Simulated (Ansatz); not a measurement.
# H6OSi2: the cost of one run

Program: Ansatz 0.2.0. Level of theory: RKS B3LYP/6-31G*. These are calculated values, not measurements.

### 1 The structure to begin with

Bond lengths: Si1–Si2 2.420 Å, Si2–H3 1.460 Å, Si2–H4 1.460 Å, Si2–H5 1.460 Å, Si1–H6 1.660 Å, Si1–H7 1.459 Å, Si1–O8 1.679 Å, O8–H9 1.010 Å. Angles: Si1–Si2–H3 78.1°, Si1–Si2–H4 130.9°, Si1–Si2–H5 113.2°, H3–Si2–H4 109.4°, H3–Si2–H5 109.4°, H4–Si2–H5 109.4°, Si2–Si1–H6 55.0°, Si2–Si1–H7 122.4°, Si2–Si1–O8 122.4°, H6–Si1–H7 118.9°, H6–Si1–O8 118.9°, H7–Si1–O8 109.5°, Si1–O8–H9 109.5°.

As a file:

```xyz
9

Si    0.0000    0.0000    0.0000
Si    1.3097    0.0000    2.0349
H    -0.0051   -0.4067    2.5222
H     2.3193   -0.9353    2.5222
H     1.6149    1.3420    2.5222
H     1.6588    0.0000    0.0648
H    -0.6877    1.1914   -0.4862
O    -0.7913   -1.3709   -0.5594
H    -1.2459   -1.8365    0.2129
```

### 2 A restrained relaxation towards end A

Springs on the bonds that form and break draw the guess towards this end; the thresholds are loose.

input.yaml

```yaml
crystal:
  periodic: [false, false, false]
  atoms:
    - { symbol: Si, position_ang: [0.0, 0.0, 0.0] }
    - { symbol: Si, position_ang: [1.3097, 0.0, 2.0349] }
    - { symbol: H, position_ang: [-0.0051, -0.4067, 2.5222] }
    - { symbol: H, position_ang: [2.3193, -0.9353, 2.5222] }
    - { symbol: H, position_ang: [1.6149, 1.342, 2.5222] }
    - { symbol: H, position_ang: [1.6588, 0.0, 0.0648] }
    - { symbol: H, position_ang: [-0.6877, 1.1914, -0.4862] }
    - { symbol: O, position_ang: [-0.7913, -1.3709, -0.5594] }
    - { symbol: H, position_ang: [-1.2459, -1.8365, 0.2129] }
basis:
  gaussian: { orbitals: "6-31G*" }
hamiltonian:
  xc: b3lyp
relax:
  f_tol: 0.15
  max_steps: 25
  restrain:
    - { distance: [1, 5], at: 2.66, k: 30.0 }
    - { distance: [0, 1], at: 2.22, k: 30.0 }
    - { distance: [0, 5], at: 1.46, k: 30.0 }
```

On the command line:

```sh
ansatz run input.yaml --threads 1 --pin off --max-ram 2048MiB --backend cpu --events-out ev --progress --plain --runs-dir out
```

What time and memory should one allow on 1 thread of Arm Neoverse V1, shared host?

About 31 s, with a peak of 0.12 GiB.
